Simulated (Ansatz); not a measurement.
Elements on the sites of an ideal hcp lattice, at a guessed lattice constant:

```yaml
crystal:
  lattice:
    - [3.17563, -5.50034, 0.00000]
    - [3.17563, 5.50034, 0.00000]
    - [0.00000, 0.00000, 10.16200]
  atoms:
    - { symbol: Zr, position: [0.33333, 0.66667, 0.12500] }
    - { symbol: Zr, position: [0.33333, 0.66667, 0.62500] }
    - { symbol: Zr, position: [0.16667, 0.33333, 0.37500] }
    - { symbol: Zr, position: [0.16667, 0.33333, 0.87500] }
    - { symbol: Zr, position: [0.66667, 0.83333, 0.37500] }
    - { symbol: Sn, position: [0.33333, 0.16667, 0.12500] }
    - { symbol: Sn, position: [0.33333, 0.16667, 0.62500] }
    - { symbol: Sn, position: [0.83333, 0.66667, 0.12500] }
    - { symbol: Sn, position: [0.16667, 0.83333, 0.37500] }
    - { symbol: Au, position: [0.83333, 0.16667, 0.12500] }
    - { symbol: Au, position: [0.83333, 0.16667, 0.62500] }
    - { symbol: Au, position: [0.83333, 0.66667, 0.62500] }
    - { symbol: Au, position: [0.66667, 0.33333, 0.37500] }
    - { symbol: Au, position: [0.66667, 0.33333, 0.87500] }
    - { symbol: Au, position: [0.66667, 0.83333, 0.87500] }
    - { symbol: Au, position: [0.16667, 0.83333, 0.87500] }
```

Cell and atoms were relaxed without symmetry on coarser meshes and computed once more. All numbers below come from Ansatz, DFT PBEsol, scalar-relativistic, plane waves, PAW.

Cutoff 420 eV; k points 6×6×4 on the computed 16-atom cell (Γ-centred); Gaussian smearing, width 0.10 eV; no spin polarisation.

The relaxation ran on 3×3×2 (shifted) and then 4×4×2 k points with a smearing of 0.1 eV, from sites shaken by 0.02 Å.

Question: What does the relaxation give?

Answer: A volume of 19.56 Å³/atom and no gap on the mesh. It lies 0.46 eV/atom below the elements' standard states (static lattices, no corrections for gases). The atoms leave their sites by 1.10 Å (root mean square) and 1.37 Å at most, and the cell stretches by up to 8.9 % at fixed volume, so the lattice hasn't survived.

```xyz
16
Lattice="3.0655 -5.1819 0.4680 3.0994 5.2009 -0.4383 0.0479 -0.8359 9.8527" Properties=species:S:1:pos:R:3 pbc="T T T"
Zr    3.8695    2.6595    0.9462
Zr    3.9929    1.5282    6.0820
Zr    0.7311   -0.4637    3.9016
Zr    0.7599   -0.0701    8.4651
Zr    3.8385   -0.5384    3.5950
Sn    2.3058    0.0411    1.1216
Sn    2.5290   -1.1349    6.2702
Sn    5.4107    0.0642    1.1828
Sn    2.3268    2.1157    3.5891
Au    3.8258   -2.6447    1.3859
Au    3.8413   -3.7656    6.5635
Au    5.4341   -1.1548    6.2638
Au    2.3321   -3.0880    3.9566
Au    2.3429   -2.6709    8.8428
Au    3.8887    0.0648    8.5016
Au    2.3571    2.5583    8.3338
```

Spin-orbit coupling is left out, which matters for the bands of heavy elements.

Cost: 2 runs of about 44 core-minutes in all (earlier runs that led there not counted), on Arm Neoverse V2 (shared hosts).